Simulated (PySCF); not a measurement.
## Rotational lines of ClF

Lines J+1 ← J of the vibrational ground state, computed from RHF-CCSD(T) constants of ClF, ¹Σ⁺ (singlet), closed shell (Cl STO-3G, F STO-3G; no relativity (PySCF 2.14); masses 34.9689 and 18.9984 u), in MHz:

```json
{"J": "5", "ν (MHz)": "156739.0"}
{"J": "6", "ν (MHz)": "182855.8"}
{"J": "7", "ν (MHz)": "208969.5"}
{"J": "8", "ν (MHz)": "235079.9"}
{"J": "9", "ν (MHz)": "261186.5"}
```

Question: Find B0 and the effective bond length r0; with αe = 0.00418 cm⁻¹, find Re.

Answer: ν = 2B0(J+1) − 4D(J+1)³ gives B0 = 0.43573 cm⁻¹. With the reduced mass μred = 12.310 u, r0 = √(16.8576/(μred·B0)) (u, cm⁻¹, Å) = 1.7728 Å. Be = B0 + αe/2 = 0.43782 cm⁻¹ gives Re = 1.769 Å.

Correlated steps freeze 6 core orbitals. STO-3G is very small, so such numbers show the basis as much as the molecule.
